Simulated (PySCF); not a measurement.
# Exercise with solution: oscillator strength and radiative lifetime

methyl formate (C2H4O2), SMILES COC=O.

The structure is a stationary point at ωB97X-D3(BJ)/def2-SVP. Other conformers were not sampled.

TDDFT-PBE/def2-SVPD (PySCF) puts the first singlet state with f over 0.02 at 7.41 eV (vertical), with the transition dipole (0.025, 0.556, 0.000) in atomic units.

Find the oscillator strength, the wavelength and the radiative lifetime that this transition would have in vacuum if emission retraced absorption.


|μ|² = 0.3098 au, so |μ| = 1.41 D. ΔE = 7.41/27.211 = 0.2723 hartree. f = (2/3) ΔE |μ|² = 0.056 (the program prints 0.056).
λ = 1239.84/7.41 = 167 nm; ν = 59766 cm⁻¹.
Einstein's coefficient A = 0.6670 ν² f s⁻¹ (ν in cm⁻¹) = 1.3e8 s⁻¹, so τ = 1/A = 7.5 ns. This state is S3; the lower singlets have f = 0.002, 0.002. The figure is the radiative limit of this one transition; relaxation, internal conversion, crossing to triplets and a medium change what is measured.
